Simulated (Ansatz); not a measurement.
# MgBH (singlet): the correlation ladder at distance B1–H3 = 2.703 Å, cc-pVDZ

Aim: climb from Hartree-Fock through coupled cluster and multireference methods for MgBH (singlet) at one geometry and basis, and see what each rung misses.

The runs use Ansatz 0.2.0, Gaussian basis; cc-pVDZ, core rule «outside noble gas», up to 6 orbitals frozen.

The runs, in order: UHF; CCSD(T) on RHF; CCSD(T) on UHF; BCCD(T) on RHF; CISD; CCSDT(Q) on RHF; CCSDT(Q) on UHF; CASSCF and MRCISD+Q, 2 electrons in 2 orbitals; CASSCF and NEVPT2, 2 electrons in 2 orbitals; CASSCF and MRCISD+Q, 6 electrons in 9 orbitals; CASSCF and NEVPT2, 6 electrons in 9 orbitals; Full CI.

22 further runs of the same task are left out: 6 for a known fault of the program, 13 that didn't finish, 3 set aside as unsound or not needed. Runs told in other sessions of the task aren't counted.

## (1) What is computed

The geometry derives from a PBE0/def2-TZVP stationary point (not a proven minimum). One bond is set to the value named and the two fragments are kept rigid.

3 atoms, charge 0, spin multiplicity 1.

Atoms are counted from 1 here; the program's logs count them from 0.

Bond lengths: B1–Mg2 2.396 Å.

## (2) UHF

in.yaml reads:

```yaml
crystal:
  periodic: [false, false, false]
  atoms:
    - {symbol: B, position_ang: [0.000000, -0.227769, 1.575075]}
    - {symbol: Mg, position_ang: [0.000000, 0.007267, -0.808988]}
    - {symbol: H, position_ang: [0.000000, 2.267773, 2.613574]}
basis:
  gaussian: {orbitals: cc-pVDZ}
magnetization: {spin_polarized: true, initial_magnetization: 0}
hamiltonian: {xc: hf}
output: {orbitals: {seedname: orbitals}}
```

Started as:

```console
$ ansatz run in.yaml --threads 1 --pin off --events-out ev --progress --plain --max-ram 2393MiB
```

After this run come: CCSD(T) on RHF; CCSD(T) on UHF; BCCD(T) on RHF; CISD; CCSDT(Q) on RHF; CCSDT(Q) on UHF; CASSCF and MRCISD+Q, 2 electrons in 2 orbitals; CASSCF and NEVPT2, 2 electrons in 2 orbitals; CASSCF and MRCISD+Q, 6 electrons in 9 orbitals; CASSCF and NEVPT2, 6 electrons in 9 orbitals; Full CI.

Before running them: what should the planned runs give, taken together? Wanted: FCI from the RHF energy; RMP2 from FCI; UMP2 from FCI; RCCSD from FCI; RCCSD(T) from FCI; UCCSD(T) from FCI; RCCSDT(Q) from FCI; UCCSDT(Q) from FCI; NEVPT2 pair from FCI.

**Answer**, as computed:

| quantity | value |
| --- | --- |
| FCI from the RHF energy | -5.0461 eV |
| RMP2 from FCI | +178.8 kJ/mol |
| UMP2 from FCI | +164.2 kJ/mol |
| RCCSD from FCI | +42.3 kJ/mol |
| RCCSD(T) from FCI | +3.6 kJ/mol |
| UCCSD(T) from FCI | +19.8 kJ/mol |
| RCCSDT(Q) from FCI | -0.9 kJ/mol |
| UCCSDT(Q) from FCI | -7.7 kJ/mol |
| NEVPT2 pair from FCI | +108.4 kJ/mol |
| MRCISD+Q pair from FCI | -11.4 kJ/mol |
| NEVPT2 valence from FCI | +29.1 kJ/mol |
| levels within 1 kcal/mol (43 meV) | RCCSD(T), RCCSDT, UCCSDT, RCCSDT(Q), MRCISD+Q valence |
| T1 diagnostic | 0.079 |
| effectively unpaired electrons | 1.18 |

**Reading.** RCCSD(T) lands +3.6 kJ/mol from the yardstick (0.7 % of the correlation energy). CCSD(T) misses by +3.6 kJ/mol on the restricted determinant and by +19.8 kJ/mol on the unrestricted one; the two need not hold the same state or core. UCCSDT, RCCSDT(Q), UCCSDT(Q), MRCISD+Q pair fall below full CI: unrestricted runs freeze a spin-polarised core, another one than full CI's, and coupled cluster isn't variational. The occupations show strong static correlation (1.2 unpaired electrons where one determinant has 0). Coupled cluster on one determinant still stays close here. Of the multireference levels listed MRCISD+Q valence comes nearest in total energy (+0.7 kJ/mol), which doesn't show that its space is the better one. Coupled cluster took another determinant than the lowest Hartree-Fock one. These misses are within one basis, not against nature.
